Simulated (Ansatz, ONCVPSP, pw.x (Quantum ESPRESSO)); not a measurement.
**pw.x on bcc W: one setting changed**

Potential: optimised norm-conserving Vanderbilt (ONCV), ONCVPSP 4.0.1.1 (patched build), PBE; core [Kr] 4d10 4f14, reference 5s2 5p6 5d4 6s2; waves: 5s+6s: rc 1.85 bohr, ncon 4, nbas 9, qcut 6.8 1/bohr, 2 projectors; 5p: rc 2.05 bohr, ncon 3, nbas 6, qcut 6.5 1/bohr, 2 projectors, debl 3.5 Ha; 5d: rc 2.50 bohr, ncon 4, nbas 9, qcut 7 1/bohr, 2 projectors, debl 3.9 Ha; f scattering state at 0.18 Ha: rc 2.60 bohr, ncon 4, nbas 8, qcut 4.6 1/bohr, 1 projector; local part: polynomial inside 1.25 bohr (lpopt 5, dvloc0 0 Ha); core correction: polynomial model core, fcfact 0.6.

The reference run (k-mesh 14³, cutoffs 50/200 Ry, Fermi–Dirac 0.01 Ry, mixing_beta 0.4, conv_thr 1e-9, no spin) gives -0.39 GPa at 16.130 Å³/atom, where all-electron LAPW gives 0.30 GPa. This run, with its own iteration cap, changes mixing_mode to TF.

```
&control
  calculation='scf', prefix='x', pseudo_dir='./', outdir='./tmp', tstress=.true., disk_io='none'
/
&system
  ibrav=0, nat=1, ntyp=1, ecutwfc=50, ecutrho=200, nbnd=15,
  occupations='smearing', smearing='fd', degauss=0.01
/
&electrons
  conv_thr=1e-09, mixing_beta=0.4, electron_maxstep=60, mixing_mode='TF'
/
ATOMIC_SPECIES
W 1.0 W.UPF
CELL_PARAMETERS angstrom
  -1.59168867 1.59168867 1.59168867
  1.59168867 -1.59168867 1.59168867
  1.59168867 1.59168867 -1.59168867
ATOMIC_POSITIONS crystal
W 0.0000 0.0000 0.0000
K_POINTS automatic
14 14 14 0 0 0
```

```bash
pw.x < W.scf.in > W.scf.out
```

**Question.** How does the run end?

**Answer.** It converges in 8 iterations; the free energy moves by +0.0 meV/atom and the pressure by +0.01 GPa. The result is that of the reference run.

```
Message from routine setup:
     using ibrav=0 with symmetry is DISCOURAGED, use correct ibrav instead
     lattice parameter (alat)  =       5.2098  a.u.
     unit-cell volume          =     108.8506 (a.u.)^3
     number of electrons       =        14.00
     number of Kohn-Sham states=           15
     kinetic-energy cutoff     =      50.0000  Ry
     charge density cutoff     =     200.0000  Ry
     scf convergence threshold =      1.0E-09
     Exchange-correlation= PBE
     number of k points=   104  Fermi-Dirac smearing, width (Ry)=  0.0100
     iteration #  1     ecut=    50.00 Ry     beta= 0.40
     total energy              =    -174.98367829 Ry
     estimated scf accuracy    <       0.03942648 Ry
     iteration #  2     ecut=    50.00 Ry     beta= 0.40
     total energy              =    -174.97596413 Ry
     estimated scf accuracy    <       0.01757086 Ry
     iteration #  3     ecut=    50.00 Ry     beta= 0.40
     total energy              =    -174.97872681 Ry
     estimated scf accuracy    <       0.00011684 Ry
     iteration #  4     ecut=    50.00 Ry     beta= 0.40
     total energy              =    -174.97873434 Ry
     estimated scf accuracy    <       0.00006223 Ry
     iteration #  5     ecut=    50.00 Ry     beta= 0.40
     total energy              =    -174.97874408 Ry
     estimated scf accuracy    <       0.00000063 Ry
     iteration #  6     ecut=    50.00 Ry     beta= 0.40
     total energy              =    -174.97874423 Ry
     estimated scf accuracy    <          2.5E-09 Ry
     iteration #  7     ecut=    50.00 Ry     beta= 0.40
     total energy              =    -174.97874423 Ry
     estimated scf accuracy    <          3.8E-09 Ry
     iteration #  8     ecut=    50.00 Ry     beta= 0.40
     the Fermi energy is    21.9663 ev
!    total energy              =    -174.97874423 Ry
     estimated scf accuracy    <          8.8E-12 Ry
     smearing contrib. (-TS)   =      -0.00239261 Ry
     The total energy is F=E-TS. E is the sum of the following terms:
     one-electron contribution =     -16.51297516 Ry
     hartree contribution      =      17.05420578 Ry
     xc contribution           =     -56.94644107 Ry
     ewald contribution        =    -118.57114116 Ry
     convergence has been achieved in   8 iterations
          total   stress  (Ry/bohr**3)                   (kbar)     P=       -3.86
     Message from routine punch:
     Nothing written, as per user request (disk_io='none')
```

The run took about 22 s on one core of a shared host (Neoverse-N1, 64 threads, 124 GiB, load 54).
